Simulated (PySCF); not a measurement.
# C4: singlet, from a tetrahedron start

Aim: relax C4 as a singlet from a tetrahedron start, check by its vibrations whether the end is a minimum, and collect its spectrum and constants.

Program: PySCF 2.14.0. Level of theory: PBE0, basis C def2-TZVP, no relativity, density fitting. These are calculated values, not measurements.

### 1 Where the work starts

4 atoms, charge 0, spin multiplicity 1.

Bond lengths: C1–C2 1.500 Å, C1–C3 1.500 Å, C1–C4 1.500 Å, C2–C3 1.500 Å, C2–C4 1.500 Å, C3–C4 1.500 Å. Angles: C2–C1–C3 60.0°, C2–C1–C4 60.0°, C3–C1–C4 60.0°, C1–C2–C3 60.0°, C1–C2–C4 60.0°, C3–C2–C4 60.0°, C1–C3–C2 60.0°, C1–C3–C4 60.0°, C2–C3–C4 60.0°, C1–C4–C2 60.0°, C1–C4–C3 60.0°, C2–C4–C3 60.0°.

```xyz
4
charge 0 multiplicity 1
C     0.5303    0.5303    0.5303
C     0.5303   -0.5303   -0.5303
C    -0.5303    0.5303   -0.5303
C    -0.5303   -0.5303    0.5303
```

### 2 First SCF at the start

The steps below are one call of a driver around PySCF. For each, scf.py gives the equivalent set-up of the SCF; relaxations use the driver's own optimiser. After this first run the driver tries any further starts and a stability analysis.

scf.py

```python
from pyscf import gto, scf, dft
mol = gto.M(atom='''
C      0.530300     0.530300     0.530300
C      0.530300    -0.530300    -0.530300
C     -0.530300     0.530300    -0.530300
C     -0.530300    -0.530300     0.530300''',
    basis={'C': 'def2-TZVP'},
    charge=0, spin=0)
mf = dft.RKS(mol, xc='PBE0')
mf.grids.atom_grid = (50, 194)
aux = {'C': 'def2-universal-JKFIT'}
mf = mf.density_fit(auxbasis=aux)
mf.conv_tol = 1e-08
mf.diis_space = 10
mf.max_cycle = 60
mf.init_guess = 'minao'
mf.verbose = 4
mf.kernel()
```

Started as:

```console
$ OMP_NUM_THREADS=2 python axn.py task.json out
```

The program printed:

```text
init E= -152.75211229345
  HOMO = -0.244571108347066  LUMO = -0.238198527010318  gap/eV = 0.17341
cycle= 1 E= -151.597213241097  delta_E= 1.15  |g|= 0.345  |ddm|= 2.02
  HOMO = -0.360133303849823  LUMO = -0.322632409556095  gap/eV = 1.02045
cycle= 2 E= -151.614587993555  delta_E= -0.0174  |g|= 0.223  |ddm|= 1.15
  HOMO = -0.320847977781466  LUMO = -0.264750312911469  gap/eV = 1.52650
cycle= 3 E= -151.626432527221  delta_E= -0.0118  |g|= 0.00943  |ddm|=  0.4
  HOMO = -0.322518368565998  LUMO = -0.265842532380065  gap/eV = 1.54223
cycle= 4 E= -151.626458850617  delta_E= -2.63e-05  |g|= 0.000897  |ddm|= 0.012
  HOMO = -0.322405186173497  LUMO = -0.265803000839468  gap/eV = 1.54022
cycle= 5 E= -151.626459188969  delta_E= -3.38e-07  |g|= 0.000169  |ddm|= 0.0018
  HOMO = -0.322464806437963  LUMO = -0.265867031033844  gap/eV = 1.54010
cycle= 6 E= -151.626459197491  delta_E= -8.52e-09  |g|= 1.59e-05  |ddm|= 0.000342
  HOMO = -0.322460369939649  LUMO = -0.265862870171773  gap/eV = 1.54010
Extra cycle  E= -151.626459197606  delta_E= -1.14e-10  |g|= 5.84e-06  |ddm|= 6.05e-05
converged SCF energy = -151.626459197606
```

This step, with its further starts and checks, needed 12 s of wall time on 2 threads of Arm Neoverse V1, shared host.

Energies from each starting density:

| start | energy (Eh) |
| --- | --- |
| the minimal-basis guess | -151.626459 |
| a thermally smeared density | -151.626459 |
| a smeared PBE density | -151.639373 |

The first run landed in a state that is too high. Following the other starts and the instabilities gains 55.5 kJ/mol (-151.64759 Eh), and the work goes on from there.

### 3 Tetrahedron start, singlet: relaxation

The program finds Td symmetry in the start, which this walk keeps.

scf.py: that of step 2 with these lines changed.

```diff
@@ -16 +15,0 @@
-mf.init_guess = 'minao'
```

Steps of the walk:

```
step  energy (Eh)  change (kJ/mol)  largest symmetric gradient (Eh/bohr)
   0  -151.647592             0.00                               0.01890
   1  -151.650184            -6.81                               0.00373
   2  -151.650300            -7.11                               0.00038
   3  -151.650302            -7.12                               0.00001
```

The walk took 4.9 s.

End point (Td, 3 steps, 7.1 kJ/mol gained): C–C 1.537 Å (×6); C–C–C 60.0° (×12). A gradient of 0.1144 Eh/bohr that breaks the symmetry is left: this electronic state wants a lower symmetry.

### 4 Releasing the symmetry

The geometry is nudged along the force that breaks the symmetry.

The program finds D2d symmetry in the start, which may break.

scf.py: that of step 3 with these lines changed.

```diff
@@ -3,4 +3,4 @@
-C      0.530300     0.530300     0.530300
-C      0.530300    -0.530300    -0.530300
-C     -0.530300     0.530300    -0.530300
-C     -0.530300    -0.530300     0.530300''',
+C      0.593409     0.593409     0.493409
+C      0.593409    -0.593409    -0.493409
+C     -0.593409     0.593409    -0.493409
+C     -0.593409    -0.593409     0.493409''',
```

Steps of the walk (not every step is listed):

```csv
step,energy (Eh),change (kJ/mol),largest gradient (Eh/bohr)
0,-151.713062,0.00,0.10607
1,-151.781289,-179.13,0.03412
2,-151.788682,-198.54,0.01102
3,-151.789224,-199.96,0.00180
4,-151.789241,-200.01,0.00019
5,-151.789242,-200.01,0.00032
6,-151.789244,-200.02,0.00087
7,-151.789259,-200.05,0.00236
8,-151.789366,-200.34,0.00645
9,-151.790198,-202.52,0.02251
10,-151.818697,-277.34,0.06893
12,-151.828982,-304.35,0.06686
14,-151.862710,-392.90,0.11073
16,-151.876417,-428.89,0.05986
18,-151.893513,-473.77,0.09399
20,-151.921256,-546.61,0.07123
22,-151.933817,-579.59,0.01334
24,-151.934612,-581.68,0.00651
25,-151.934706,-581.93,0.00429
26,-151.934790,-582.15,0.00314
27,-151.934810,-582.20,0.00284
28,-151.934836,-582.27,0.00180
29,-151.934845,-582.29,0.00069
30,-151.934847,-582.30,0.00012
```

The walk took 47 s.

After 30 steps and 582.3 kJ/mol it ends at D2h: C–C 1.440 Å (×4), C–C 1.484 Å; C–C–C 59.0° (×4), C–C–C 62.1° (×2), C–C–C 117.9° (×2).

### 5 Vibrations and properties at this point

On the finer grid the gradient is checked again; gradients at displacements of ±0.02 bohr then give force constants and infrared intensities.

scf.py: that of step 4 with these lines changed.

```diff
@@ -3,4 +3,4 @@
-C      0.593409     0.593409     0.493409
-C      0.593409    -0.593409    -0.493409
-C     -0.593409     0.593409    -0.493409
-C     -0.593409    -0.593409     0.493409''',
+C      0.875891     0.869391    -0.010530
+C      0.519765    -0.522601     0.086775
+C     -0.519765     0.522601    -0.086775
+C     -0.875891    -0.869391     0.010530''',
@@ -10 +10 @@
-mf.grids.atom_grid = (50, 194)
+mf.grids.atom_grid = (75, 302)
@@ -13 +13 @@
-mf.conv_tol = 1e-08
+mf.conv_tol = 1e-10
```

The driver hands on the density of the step before, so the log starts near convergence.

Log of the central SCF (cycles and frontier levels):

```text
init E= -151.934841900438
  HOMO = -0.319120045073249  LUMO = -0.180498044864244  gap/eV = 3.77210
cycle= 1 E= -151.93484190006  delta_E= 3.78e-10  |g|= 4.22e-05  |ddm|= 4.12e-05
  HOMO = -0.319120163112112  LUMO = -0.180498198019695  gap/eV = 3.77210
cycle= 2 E= -151.934841898009  delta_E= 2.05e-09  |g|= 9.83e-05  |ddm|= 9.58e-05
  HOMO = -0.319120144401746  LUMO = -0.180498169818392  gap/eV = 3.77210
cycle= 3 E= -151.934841900524  delta_E= -2.51e-09  |g|= 4.79e-07  |ddm|= 6.7e-05
  HOMO = -0.319120128745411  LUMO = -0.180498148854301  gap/eV = 3.77210
cycle= 4 E= -151.934841900525  delta_E= -8.53e-13  |g|= 1.02e-07  |ddm|= 4.18e-07
  HOMO = -0.319120113912043  LUMO = -0.180498131371071  gap/eV = 3.77210
Extra cycle  E= -151.934841900524  delta_E= 5.68e-13  |g|= 1.75e-07  |ddm|= 2.16e-07
converged SCF energy = -151.934841900524
```

The whole step took 25 s.

Geometry: D2h; C–C 1.440 Å (×4), C–C 1.484 Å; C–C–C 59.0° (×4), C–C–C 62.0° (×2), C–C–C 118.0° (×2).

Modes, for the most abundant isotopes:

| symmetry | ω (cm⁻¹) | IR (km/mol) | μ (u) |
| --- | --- | --- | --- |
| b3u | 299 | 50.8 | 12.00 |
| b2u | 533 | 57.3 | 12.00 |
| ag | 984 | 0.0 | 12.00 |
| b3g | 1076 | 0.0 | 12.00 |
| ag | 1318 | 0.0 | 12.00 |
| b1u | 1423 | 280 | 12.00 |

No imaginary mode, so this is a minimum.

Properties at this point:

```
Dipole moment                                                   : 0.00 D
Highest occupied level                                          : -8.68 eV
Lowest empty level                                              : -4.91 eV
Rotational constants                                            : 1.275, 0.4612, 0.3387 cm⁻¹
Zero-point energy                                               : 33.7 kJ/mol
Principal polarisabilities                                      : 27.6, 37.6, 42.5 bohr³
Atomisation energy without zero-point energy                    : 1873 kJ/mol
Principal traceless quadrupole moments about the centre of mass : -6.97, 0.58, 6.40 D Å
Entropy at 298.15 K and 1 bar                                   : 245.3 J/(mol K)
Heat capacity Cp at 298.15 K                                    : 49.1 J/(mol K)
Enthalpy at 298.15 K above 0 K                                  : 11.77 kJ/mol
Rotational symmetry number                                      : 4
```

Populations by atom (charges in e):

```json
{"atom": "C1", "Mulliken": "-0.02", "Löwdin": "0.03", "polar tensor": "0.32", "Mayer order to C1": "–"}
{"atom": "C2,3", "Mulliken": "0.02", "Löwdin": "-0.03", "polar tensor": "-0.32", "Mayer order to C1": "1.04"}
{"atom": "C4", "Mulliken": "-0.02", "Löwdin": "0.03", "polar tensor": "0.32", "Mayer order to C1": "0.27"}
```

Mulliken populations on C1: s 3.83, p 2.10, d 0.09, f 0.01.

### 6 A spin-polarised start

A stability analysis found the closed shell of the lowest minimum unstable towards spin polarisation, so the unrestricted solution is followed.

The program finds D2h symmetry in the start, which may break. Threshold on the gradient: 0.0003 Eh/bohr, with a further test on the energy change.

scf.py: that of step 5 with these lines changed.

```diff
@@ -9,2 +9,2 @@
-mf = dft.RKS(mol, xc='PBE0')
-mf.grids.atom_grid = (75, 302)
+mf = dft.UKS(mol, xc='PBE0')
+mf.grids.atom_grid = (50, 194)
@@ -13 +13 @@
-mf.conv_tol = 1e-10
+mf.conv_tol = 1e-08
```

Energy and gradient, step by step:

| step | energy (Eh) | change (kJ/mol) | largest gradient (Eh/bohr) |
| --- | --- | --- | --- |
| 0 | -151.935466 | 0.00 | 0.00259 |
| 1 | -151.935506 | -0.10 | 0.00050 |
| 2 | -151.935506 | -0.11 | 0.00006 |

The walk needed 5.5 s of wall time on 2 threads of Arm Neoverse V1, shared host.

Positions (Å) and forces (eV/Å) along the way:

```
step 0
C    0.876   0.869  -0.011  -0.133  -0.132   0.002
C    0.520  -0.523   0.087   0.068  -0.068   0.008
C   -0.520   0.523  -0.087  -0.068   0.068  -0.008
C   -0.876  -0.869   0.011   0.134   0.132  -0.002
step 1
C    0.873   0.866  -0.010   0.011   0.011   0.000
C    0.521  -0.524   0.087   0.026  -0.026   0.001
C   -0.521   0.524  -0.087  -0.026   0.026  -0.001
C   -0.873  -0.866   0.010  -0.011  -0.011   0.000
step 2
C    0.873   0.866  -0.010   0.001   0.002   0.000
C    0.522  -0.525   0.087   0.004  -0.003  -0.003
C   -0.522   0.525  -0.087  -0.004   0.003   0.003
C   -0.873  -0.866   0.011  -0.001  -0.002   0.000
```

It settles in D2h symmetry, 0.1 kJ/mol below the start, after 2 steps: C–C 1.438 Å (×4), C–C 1.490 Å; C–C–C 58.8° (×4), C–C–C 62.4° (×2), C–C–C 117.6° (×2).

### 7 Hessian and properties

As before: finer grid, then central differences.

scf.py: that of step 6 with these lines changed.

```diff
@@ -3,4 +3,4 @@
-C      0.875891     0.869391    -0.010530
-C      0.519765    -0.522601     0.086775
-C     -0.519765     0.522601    -0.086775
-C     -0.875891    -0.869391     0.010530''',
+C      0.872777     0.866298    -0.010492
+C      0.521715    -0.524562     0.087101
+C     -0.521715     0.524562    -0.087101
+C     -0.872777    -0.866298     0.010492''',
@@ -10 +10 @@
-mf.grids.atom_grid = (50, 194)
+mf.grids.atom_grid = (75, 302)
@@ -13 +13 @@
-mf.conv_tol = 1e-08
+mf.conv_tol = 1e-10
```

Log of the central SCF (cycles and frontier levels):

```text
init E= -151.935501363524
[... the frontier-level lines of each cycle are left out ...]
cycle= 1 E= -151.935501363439  delta_E= 8.47e-11  |g|= 1.8e-05  |ddm|= 2.02e-05
cycle= 2 E= -151.935501362758  delta_E= 6.82e-10  |g|= 4.13e-05  |ddm|= 4.1e-05
cycle= 3 E= -151.935501363652  delta_E= -8.94e-10  |g|= 2.56e-06  |ddm|= 2.82e-05
cycle= 4 E= -151.935501363668  delta_E= -1.63e-11  |g|= 2.15e-06  |ddm|= 4.32e-06
Extra cycle  E= -151.935501363692  delta_E= -2.39e-11  |g|= 2.18e-06  |ddm|= 6.99e-06
converged SCF energy = -151.935501363692  <S^2> = 0.23803562  2S+1 = 1.3971909
```

The whole step took 60 s.

Geometry: D2h; C–C 1.438 Å (×4), C–C 1.490 Å; C–C–C 58.8° (×4), C–C–C 62.4° (×2), C–C–C 117.6° (×2).

Harmonic modes (main isotopes):

```json
{"ω (cm⁻¹)": "347", "IR (km/mol)": "39.0", "μ (u)": "12.00"}
{"ω (cm⁻¹)": "549", "IR (km/mol)": "60.7", "μ (u)": "12.00"}
{"ω (cm⁻¹)": "950", "IR (km/mol)": "0.0", "μ (u)": "12.00"}
{"ω (cm⁻¹)": "1056", "IR (km/mol)": "0.0", "μ (u)": "12.00"}
{"ω (cm⁻¹)": "1317", "IR (km/mol)": "0.0", "μ (u)": "12.00"}
{"ω (cm⁻¹)": "1400", "IR (km/mol)": "153", "μ (u)": "12.00"}
```

No imaginary mode, so this is a minimum.

The SCF density has lower symmetry than the nuclear frame, so the modes carry no labels.

Properties at this point:

- Dipole moment: 0.00 D
- Highest occupied level: -8.67 eV
- Lowest empty level: -4.72 eV
- Rotational constants: 1.266, 0.4645, 0.3398 cm⁻¹
- Zero-point energy: 33.6 kJ/mol
- Principal polarisabilities: 27.0, 37.7, 51.4 bohr³
- Atomisation energy without zero-point energy: 1875 kJ/mol
- Principal traceless quadrupole moments about the centre of mass: -6.37, 0.44, 5.93 D Å
- Entropy at 298.15 K and 1 bar: 244.2 J/(mol K)
- Heat capacity Cp at 298.15 K: 48.8 J/(mol K)
- Enthalpy at 298.15 K above 0 K: 11.61 kJ/mol
- Rotational symmetry number: 4
- Spin squared ⟨S²⟩: 0.238

Populations by atom (charges in e):

```
atom  Mulliken  Löwdin  polar tensor  spin (Mulliken)  Mayer order to C1
  C1     -0.02    0.03          0.26             0.00                  –
C2,3      0.02   -0.03         -0.26             0.00               1.05
  C4     -0.02    0.03          0.26             0.00               0.28
```

Mulliken populations on C1: s 3.80, p 2.13, d 0.09, f 0.01.

### 8 All stationary points

| spin | group | bonds | imaginary modes (cm⁻¹) | ΔE (kJ/mol) | with zero-point energy |
| --- | --- | --- | --- | --- | --- |
| broken-symmetry (Ms = 0) | D2h (density of lower symmetry) | C–C 1.438 Å (×4), C–C 1.490 Å | none | 0.0 | 0.0 |
| singlet | D2h | C–C 1.440 Å (×4), C–C 1.484 Å | none | 1.7 | 1.8 |

### 9 Density, ELF and potential

The plane holds C1 at (0.00, 0.00), C2 at (1.44, 0.00), C3 at (0.67, 1.27), C4 at (2.10, 1.27) Å. Columns run from x = -1.95 to 4.35 Å, rows from y = 3.45 (top) to -1.95 Å, in steps of 0.3 Å.

Density (cut at 5 e/Å³):

Ten steps from '0' (0.000 e/Å³) to '9' (5.000 e/Å³), finer at the low end (step k begins (100^(k/10) - 1)/99 of the way up):
```
0000000000000000000000
0000000000000000000000
0000000000000000000000
0000001122211221100000
0000012344333443210000
0000023566555665421000
0000124678777787531000
0000135799878998632000
0001246789878997531000
0012356787777776421000
0013467877778764310000
0013579987899754210000
0023679977899753100000
0013577766777642100000
0012355555555431000000
0001233333333211000000
0000111111111100000000
0000000000000000000000
0000000000000000000000
```

ELF (0 where the density is under 0.005 e/Å³):

Ten even steps from '0' (0.00) to '9' (1.00):
```
0000000000000000000000
0000000431000024400000
0000057775211258886000
0000478987522589999600
0001589998755799999800
0001589999877899999960
0001479952887249999970
0001368729285988999970
0011368802476107999850
0245678986668878887520
3688885676647886543100
6899974468381886310000
7999983468481887310000
7999998578867997410000
6999999877899998510000
0899999744789998510000
0089997422478887400000
0007875200146764000000
0000031000012200000000
```

Lowest empty orbital at -4.72 eV (sign arbitrary; one member if degenerate):

Ten even steps from '0' (-0.17 Å^-3/2) to '9' (0.17 Å^-3/2):
```
5555555555555555555555
5555555555555555555555
5444555555555555555555
4444455555555566555555
4444445544455666665555
4444455544445787766555
4444455543345799866555
4444445563233289866555
4444445675322168766555
4444345676432356665555
4443324676532345555555
4433213977642345555555
4433100566764445555555
4433200245655445555555
4443222344555445555555
4443333344455555555555
4444444444445555555555
4444444444444455555555
4444444444444455555555
```

Making the fields took 0.8 s.

### 10 Results

| quantity | value |
| --- | --- |
| minimum | broken-symmetry (Ms = 0), D2h |
| geometry | C–C 1.438 Å (×4), C–C 1.490 Å; C–C–C 58.8° (×4), C–C–C 62.4° (×2), C–C–C 117.6° (×2) |
| wavenumbers (cm⁻¹) | 347, 549, 950, 1056, 1317, 1400 |
| dipole moment | 0.00 D |
| highest occupied, lowest empty level (either spin) | -8.67, -4.72 eV |
| polar-tensor charge of C1 | +0.26 e |
| zero-point energy | 33.6 kJ/mol |
| entropy at 298.15 K | 244.2 J/(mol K) |
| atomisation energy (no zero-point energy) | 1875 kJ/mol |
| ⟨S²⟩ | 0.238 |

In words: From Td at the start the molecule goes to a D2h minimum. In the infrared the band at 1400 cm⁻¹ leads. The first SCF alone would have been 55 kJ/mol too high. Other starts or spin states, not run here, may lie lower. The determinant is spin-contaminated (⟨S²⟩ = 0.24, pure value 0.00). The SCF density has lower symmetry than the nuclear frame.

The search up to here needed 2.7 min of wall time on 2 threads of Arm Neoverse V1, shared host.
